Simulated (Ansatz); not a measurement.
Results of LDA (Ansatz, an electronic-structure program, PAW) for tetragonal perovskite BaTiO3 (room-temperature form, which distorts further on cooling).

Run with plane-wave cutoff 500 eV, 10×10×10 k mesh, gaussian smearing 0.02 eV, no spin polarisation, scalar-relativistic PAW data made under PBE.

Cell (relaxed at this level):

```
BaTiO3
1.0
    3.92615     0.00000     0.00000
    0.00000     3.92615     0.00000
    0.00000     0.00000     3.97553
Ba Ti O
1 1 3
Direct
  0.50000   0.50000   0.57956
  0.00000   0.00000   0.09198
  0.00000   0.50000   0.06512
  0.50000   0.00000   0.06512
  0.00000   0.00000   0.55821
```

What does this level give for the band gap?


- band gap: 1.85 eV (on the SCF k mesh)

Note: the relaxation could not lower the start's symmetry, so the cell can be a saddle point above a distorted one.

Spin–orbit coupling is not included.

Static lattice: no zero-point or thermal effects.

Computing time: roughly 3 core-minutes.
